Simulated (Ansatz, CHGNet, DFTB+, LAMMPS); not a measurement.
**hcp Co, elastic constant C11**

Reference value: 306 GPa (measured, temperature not stated, not corrected to a static lattice; as tabulated in Steinle-Neumann et al. (1999), arXiv:cond-mat/9904431).

Question: What do Lennard-Jones jacobson2022, GFN1-xTB as cut by DFTB+, CHGNet-r²SCAN, LDA, PBE, PBEsol give, and how far is each from the reference?

Answer: 
```json
[
 {"level (code)": "Lennard-Jones jacobson2022 (LAMMPS)", "value (GPa)": "925", "cell (Å³/atom)": "10.91", "difference (%)": "+202"},
 {"level (code)": "GFN1-xTB as cut by DFTB+", "value (GPa)": "312", "cell (Å³/atom)": "10.35", "difference (%)": "+2.0"},
 {"level (code)": "CHGNet-r²SCAN", "value (GPa)": "291", "cell (Å³/atom)": "10.65", "difference (%)": "-4.9"},
 {"level (code)": "LDA (Ansatz)", "value (GPa)": "462", "cell (Å³/atom)": "10.01", "difference (%)": "+51"},
 {"level (code)": "PBE (Ansatz)", "value (GPa)": "352", "cell (Å³/atom)": "10.86", "difference (%)": "+15.0"},
 {"level (code)": "PBEsol (Ansatz)", "value (GPa)": "421", "cell (Å³/atom)": "10.37", "difference (%)": "+38"}
]
```

Leaving aside GFN1-xTB as cut by DFTB+ (doubt noted below): The reference's temperature isn't stated, so close values are not ranked against it. Off by more than 25 %, or 35 % on the side where a correction would as a rule narrow the miss (bounds picked here): Lennard-Jones jacobson2022 (+202 %), LDA (+51 %), PBEsol (+38 %).

The reference isn't brought to a static lattice, while the calculations are for one, so the differences are not the levels' errors alone. A static lattice is as a rule stiffer than a warm one, by over a tenth in soft solids. Spin-polarised runs: LDA (parallel moments), PBE (parallel moments), PBEsol (parallel moments). GFN1-xTB as cut by DFTB+: the method was fitted mainly to molecules. GFN1-xTB as cut by DFTB+: this magnet was run without spin. GFN1-xTB as cut by DFTB+: codes differ in how they cut the long-range tail of xTB's charge interaction in a crystal, so the value belongs to this code. Each level is taken at its own relaxed cell. Ansatz's density-functional and Hartree–Fock values are scalar-relativistic unless marked +SOC, with PAW data made under PBE.

Empirical potentials (Lennard-Jones jacobson2022) are fitted to chosen data: where that held the value shown, agreement is built in, and what lay outside the fit can be far off. Machine-learned potentials (CHGNet-r²SCAN) are trained on DFT data: a solid inside that data is no test of them.

Differences are worked out from the printed values.

Ansatz is a program for electronic structure.
